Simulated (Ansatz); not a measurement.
A calculation with Ansatz (development build ahead of 0.2.0).

```yaml
crystal:
  periodic: [false, false, false]
  atoms:
    - { symbol: "N", position_ang: [0.0, 0.0001, -0.66512] }
    - { symbol: "N", position_ang: [0.0, -0.0001, 0.66512] }
    - { symbol: H, position_ang: [0.0, 1.07539, -0.98726] }
    - { symbol: H, position_ang: [0.0, -1.07539, 0.98726] }
basis:
  gaussian: { orbitals: cc-pVDZ }
hamiltonian:
  xc: hf
correlation:
  method: mp2
  frozen_orbitals: { H: 0, "N": 1 }
```

The input is written out in the form of the current development build from the run's settings.

The run gave:

```json
{
 "Converged": "yes",
 "Reference energy": "-109.97474 hartree",
 "Correlation energy": "-0.34937 hartree",
 "Total energy": "-110.32411 hartree",
 "Spin squared of the determinant": "0.000"
}
```

Caution: in another basis set an unrestricted determinant lies well below.
